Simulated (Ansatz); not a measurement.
System: 2H WSe2. Method: PBE (Ansatz, a program for electronic structure, PAW).

Settings: plane-wave cutoff 520 eV, 12×12×4 k mesh (along the axes of the cell as run), no spin polarisation, scalar-relativistic PAW data made under PBE.

Cell (relaxed at this level):

```cif
data_Se4W2
_chemical_formula_sum 'W2 Se4'
_space_group_name_H-M_alt 'P 1'
_space_group_IT_number 1
_cell_length_a 3.32069
_cell_length_b 3.32069
_cell_length_c 15.25067
_cell_angle_alpha 90.000
_cell_angle_beta 90.000
_cell_angle_gamma 120.000
loop_
_space_group_symop_operation_xyz
  'x, y, z'
loop_
_atom_site_label
_atom_site_type_symbol
_atom_site_fract_x
_atom_site_fract_y
_atom_site_fract_z
_atom_site_occupancy
W1 W 0.66667 0.33333 0.75000 1
W2 W 0.33333 0.66667 0.25000 1
Se1 Se 0.66667 0.33333 0.36004 1
Se2 Se 0.33333 0.66667 0.86004 1
Se3 Se 0.33333 0.66667 0.63996 1
Se4 Se 0.66667 0.33333 0.13996 1
```

**Question.** What does this level give for the Voigt–Reuss–Hill shear modulus (Hill average), elastic constant C66, elastic constant C13, elastic constant C44, elastic constant C11, elastic constant C12 and elastic constant C33?

**Answer.** 
- Voigt–Reuss–Hill shear modulus (Hill average) = 16.6 GPa
- elastic constant C66 = 63.4 GPa
- elastic constant C13 = 0.65 GPa
- elastic constant C44 = 0.69 GPa
- elastic constant C11 = 157 GPa
- elastic constant C12 = 29.9 GPa
- elastic constant C33 = 1.71 GPa

Note: the cell comes from a level without a dispersion term, which matters for the spacing of layers, chains or molecules; the cell has widely spaced layers and the level no dispersion term, so their spacing and the moduli can rest on weak binding.

Elastic constants are with the ions relaxed.

Spin–orbit coupling is not included.

Computed values are for the static lattice.

Cost on a shared machine: about 40 core-minutes (a rough figure).
